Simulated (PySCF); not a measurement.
**Silicon: a sound run and one with changed settings**

Sound run: Si [Ne] 3s2 3p2, Si⁺ [Ne] 3s2 3p1. All numbers are calculated (PySCF 2.14, the non-relativistic Hamiltonian (point nucleus), in cc-pV(D+d)Z (4s3p2d, 23 functions)). The sound run starts from symmetry-adapted Hartree-Fock orbitals and uses a fine grid where one is needed.

A second run was set up differently.

```csv
species,method,sound run (hartree),changed run (hartree),converged
Si,UHF,-288.85023,-288.85023,yes
Si,TPSS,-289.38650,-289.39458,yes
Si,MN15,-289.23493,-289.24334,yes
Si⁺,UHF,-288.56942,-288.56942,yes
Si⁺,TPSS,-289.08476,-289.08925,yes
Si⁺,MN15,-288.93841,-288.94295,yes
```

Ionisation energy of Si:

```tsv
method	sound run (eV)	changed run (eV)
UHF	7.641	7.641
TPSS	8.211	8.308
MN15	8.069	8.174
```

Task: What was changed?
A. all electrons correlated in a valence basis
B. too few SCF iterations
C. minimal basis
D. radial grid too coarse

Result: D. It used radial step 0.5 in ln r (0.13 in the sound run). A coarse radial grid mis-integrates the density and the exchange-correlation energy, with errors of either sign; Hartree-Fock needs no grid.
